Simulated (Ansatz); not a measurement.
# Cubic anti-perovskite Sr3BiN (cell taken from a computed entry)

Method: PBE0 (Ansatz, an electronic-structure program, PAW).

Settings: plane-wave cutoff 460 eV, 4×4×4 k mesh, Fermi–Dirac smearing 0.01 eV, scalar-relativistic PAW data made under PBE.

Cell (relaxed with PBEsol):

Space group Pm-3m (No. 221); a = 5.1710 Å, b = 5.1710 Å, c = 5.1710 Å, α = 90.00°, β = 90.00°, γ = 90.00°

```csv
atom,site,symmetry,x,y,z
Sr,3c,4/mm.m,0.0000,0.5000,0.5000
Bi,1a,m-3m,0.0000,0.0000,0.0000
N,1b,m-3m,0.5000,0.5000,0.5000
```

```yaml
band_gap: 1.52 eV (on the SCF k mesh)
```

Note: cell and atoms aren't relaxed at this level (pressure 1.3 GPa); this cell isn't known to be the ambient phase, and symmetry holds it in the calculation.

Spin–orbit coupling is not included; with these elements it can move the gap by several tenths of an eV or more.

Computed values are for the static lattice.

Computing time: about 2.3 core-minutes (a rough figure).
